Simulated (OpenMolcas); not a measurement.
**SiH2S (SMILES [SiH]S): levels of theory compared**

We compute a comparison of 6 runs (HF/STO-3G, UHF/STO-3G, UB3LYP/STO-3G, UPBE/STO-3G, r2SCAN/STO-3G, MP2/STO-3G) of SiH2S. 

The results are computed with OpenMolcas 26.06.

4 further runs of the same task are left out: 1 for a known fault of the program, 3 set aside as unsound or not needed.

### 1 The structure to begin with

SiH2S: 4 atoms, total charge 0, spin state singlet. SMILES: `[SiH]S`. The Si1–H3 distance was set to 1.906 Å, away from the relaxed value.

Bond lengths: Si1–S2 2.115 Å, S2–H4 1.346 Å. Angles: Si1–S2–H4 97.5°. A long bond or contact: Si1–H3 1.906 Å.

### 2 A single-point energy at HF/STO-3G (run 1)

Input file calc.inp:

```
* H2SSi Hartree-Fock
>>> EXPORT MOLCAS_PRINT=2

&GATEWAY
 BasLib = $CurrDir
 Coord
 4
 angstrom
 Si      -0.582838      -1.045303      -0.043952
 S       -0.129538       0.987897      -0.411652
 H        1.017500      -1.190800       0.981400
 H       -1.209738       1.275097      -1.161252
 Basis = STO-3G
 Group = NoSym

&SEWARD

&SCF
 Thresholds = 1e-10 1e-07 1e-07 1e-05
 PrOrbitals = 1 1
```

The basis set STO-3G is read from a file made from the Basis Set Exchange's data (not shown).

Command:

```
export MOLCAS_MEM=1860
pymolcas calc.inp > calc.log
```

Output:

```text
--- Start Module: gateway ---
[...]
--- Stop Module: gateway /rc=_RC_ALL_IS_WELL_ ---
--- Start Module: seward ---
[...]
      Basis functions           20
--- Stop Module: seward /rc=_RC_ALL_IS_WELL_ ---
--- Start Module: scf ---
[...]
       Convergence after  11 Iterations
[...]
::    Total SCF energy                               -679.8359142649
[...]
      Total spin, S                                     0.0000000000
[...]
      Total electronic charge=   32.000000
      Total            charge=   -0.000000
[...]
      Dipole Moment (debye):
      Origin of the operator (angstrom)=   -0.3331    0.0391   -0.2352
                   X= -1.5574E+00               Y= -6.2838E-01               Z= -7.5293E-01           Total=  1.8404E+00
      Quadrupole Moment (debye*angstrom):
[...]
--- Stop Module: scf /rc=_RC_ALL_IS_WELL_ ---
[...]
```

It took 1.6 s on 1 thread of Arm Neoverse V1, shared host; peak memory 0.37 GiB.

### 3 The energy at UHF/STO-3G (run 2)

Input file calc.input:

```
&GATEWAY
BASLIB=$CurrDir
COORD
4
angstrom
Si      -0.582838      -1.045303      -0.043952
S       -0.129538       0.987897      -0.411652
H        1.017500      -1.190800       0.981400
H       -1.209738       1.275097      -1.161252
BASIS=STO-3G
GROUP=NoSym
&SEWARD
&SCF
UHF
THRESHOLDS=1e-10 1e-07 1e-07 1e-05
SCRAMBLE=0.25
PRORBITALS=1 1
```

The basis set STO-3G is read from a file made from the Basis Set Exchange's data (not shown).

Command:

```
export MOLCAS_MEM=1860
pymolcas calc.input > calc.log
```

Output:

```text
--- Start Module: gateway ---
[...]
--- Stop Module: gateway /rc=_RC_ALL_IS_WELL_ ---
--- Start Module: seward ---
[...]
      Basis functions           20
--- Stop Module: seward /rc=_RC_ALL_IS_WELL_ ---
--- Start Module: scf ---
[...]
       Convergence after  32 Iterations
[...]
::    Total SCF energy                               -679.8359142649
[...]
      Total spin, S                                    -0.0000000000
[...]
      Total electronic charge=   32.000000
      Total            charge=   -0.000000
[...]
      Dipole Moment (debye):
      Origin of the operator (angstrom)=   -0.3331    0.0391   -0.2352
                   X= -1.5574E+00               Y= -6.2838E-01               Z= -7.5293E-01           Total=  1.8404E+00
      Quadrupole Moment (debye*angstrom):
[...]
--- Stop Module: scf /rc=_RC_ALL_IS_WELL_ ---
[...]
```

Wall time 2.2 s (1 thread of Arm Neoverse V1, shared host); peak memory 0.37 GiB.

Runs 3 to 5 aren't shown in full; the table further down has their settings and results.

### 4 The energy at MP2/STO-3G (run 6)

Input file calc.input:

```
* H2SSi MP2
&GATEWAY
BasLib = $CurrDir
Coord
4
angstrom
Si      -0.582838      -1.045303      -0.043952
S       -0.129538       0.987897      -0.411652
H        1.017500      -1.190800       0.981400
H       -1.209738       1.275097      -1.161252
Basis = STO-3G
Group = NoSym
&SEWARD
&SCF
Thresholds = 1e-10 1e-07 1e-07 1e-05
PrOrbitals = 1 1
&MBPT2
Frozen = 10
```

The basis set STO-3G is read from a file made from the Basis Set Exchange's data (not shown).

Command:

```
export MOLCAS_MEM=1860
pymolcas calc.input > calc.log
```

Output:

```text
--- Start Module: gateway ---
[...]
--- Stop Module: gateway /rc=_RC_ALL_IS_WELL_ ---
[...]
      Basis functions           20
[...]
--- Start Module: scf ---
[...]
       Convergence after  11 Iterations
[...]
::    Total SCF energy                               -679.8359142649
[...]
      Total spin, S                                     0.0000000000
[...]
      Total electronic charge=   32.000000
      Total            charge=   -0.000000
[...]
      Dipole Moment (debye):
      Origin of the operator (angstrom)=   -0.3331    0.0391   -0.2352
                   X= -1.5574E+00               Y= -6.2838E-01               Z= -7.5293E-01           Total=  1.8404E+00
      Quadrupole Moment (debye*angstrom):
[...]
--- Stop Module: scf /rc=_RC_ALL_IS_WELL_ ---
--- Start Module: mbpt2 ---
[...]
WARNING!
Default frozen orbitals as non valence orbitals is overwritten by user input.
Default values:   7
[...]
       Reference weight ( Cref**2 )         =        0.95401
::    Total MBPT2 energy                             -679.9048920112
[...]
      Total MBPT2 calculations                           0.03      0.03
--- Stop Module: mbpt2 /rc=_RC_ALL_IS_WELL_ ---
[...]
```

Wall time 1.7 s (1 thread of Arm Neoverse V1, shared host); peak memory 0.37 GiB.

### 5 The series

```csv
run,level,scramble,integration grid,energy (Eh),dipole moment (D) of the reference,HOMO energy (eV),LUMO energy (eV),wall time
1,HF/STO-3G,–,–,-679.835914,1.84,-6.06,5.73,1.6 s
2,UHF/STO-3G,0.25,–,-679.835914,1.84,-6.06,5.73,2.2 s
3,UB3LYP/STO-3G,0.25,UltraFine,-681.027744,1.69,-3.24,1.50,6.6 s
4,UPBE/STO-3G,0.25,UltraFine,-680.679131,1.70,-2.24,0.82,6.3 s
5,r2SCAN/STO-3G,–,UltraFine,-680.984696,1.76,-2.51,0.90,5.1 s
6,MP2/STO-3G,–,–,-679.904892,1.84,-6.06,5.73,1.7 s
```

### 6 Results

```
                                           quantity          value
                                run 6: total energy  -679.90489 Eh
          run 6: dipole moment (mean-field density)         1.84 D
         run 6: HOMO energy (Hartree–Fock orbitals)       -6.06 eV
         run 6: LUMO energy (Hartree–Fock orbitals)        5.73 eV
       run 6: HOMO–LUMO gap (Hartree–Fock orbitals)       11.79 eV
run 6: correlation energy (10 core orbitals frozen)      -69.0 mEh
```

**Reading.** Over runs 1, 2, 3, 4, 5 the dipole moment (its size) runs from 1.69 D (UB3LYP/STO-3G) to 1.84 D (HF/STO-3G). Over runs 1, 2, 3, 4, 5 the HOMO–LUMO gap runs from 3.06 eV (UPBE/STO-3G) to 11.79 eV (HF/STO-3G). Totals of different functionals can't be ranked against each other. In runs 1, 2, 3, 4, 5, 6 the basis is minimal, so the values are rough. All runs together took 24 s, the longest 6.6 s.
